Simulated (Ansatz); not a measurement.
`CC=C=C(C)F`. Charge 0, multiplicity 1. All single points use the PBE0-D4/def2-TZVP geometry.

```xyz
13

C     1.035   -0.410   -2.091
C    -0.123   -0.741   -1.204
C    -0.190   -0.482    0.070
C    -0.269   -0.189    1.336
C    -0.809    1.048    1.950
F     0.173   -1.076    2.262
H     1.442   -1.319   -2.543
H     0.716    0.240   -2.912
H     1.830    0.089   -1.537
H    -0.967   -1.245   -1.675
H    -0.039    1.542    2.550
H    -1.155    1.735    1.180
H    -1.645    0.807    2.614
```

What is the dipole moment at PBE/def2-TZVPP? (Estimate.)

Ansatz gave: 1.82 D, with components (-0.35, 1.20, -1.31) D in this frame, pointing from negative to positive charge.

And with r2SCAN, B3LYP, ωB97M-V? (Estimate.)

Ansatz gave: r2SCAN 1.90 D, B3LYP 1.95 D, ωB97M-V 1.94 D.

Give the Mulliken charges with PBE, r2SCAN, B3LYP in def2-TZVPP. (Estimate.)

The calculation gave: 
```json
{"atom": "C1", "PBE": "-0.19", "r2SCAN": "-0.07", "B3LYP": "-0.19"}
{"atom": "C2", "PBE": "-0.13", "r2SCAN": "-0.10", "B3LYP": "-0.13"}
{"atom": "C3", "PBE": "-0.02", "r2SCAN": "-0.01", "B3LYP": "-0.01"}
{"atom": "C4", "PBE": "0.09", "r2SCAN": "0.10", "B3LYP": "0.12"}
{"atom": "C5", "PBE": "-0.24", "r2SCAN": "-0.12", "B3LYP": "-0.23"}
{"atom": "F6", "PBE": "-0.17", "r2SCAN": "-0.22", "B3LYP": "-0.22"}
{"atom": "H7", "PBE": "0.09", "r2SCAN": "0.06", "B3LYP": "0.09"}
{"atom": "H8", "PBE": "0.09", "r2SCAN": "0.05", "B3LYP": "0.09"}
{"atom": "H9", "PBE": "0.09", "r2SCAN": "0.05", "B3LYP": "0.09"}
{"atom": "H10", "PBE": "0.09", "r2SCAN": "0.08", "B3LYP": "0.11"}
{"atom": "H11", "PBE": "0.10", "r2SCAN": "0.06", "B3LYP": "0.10"}
{"atom": "H12", "PBE": "0.09", "r2SCAN": "0.06", "B3LYP": "0.09"}
{"atom": "H13", "PBE": "0.10", "r2SCAN": "0.06", "B3LYP": "0.10"}
```

B3LYP here is the variant with VWN-RPA as its local correlation; programs differ in this.
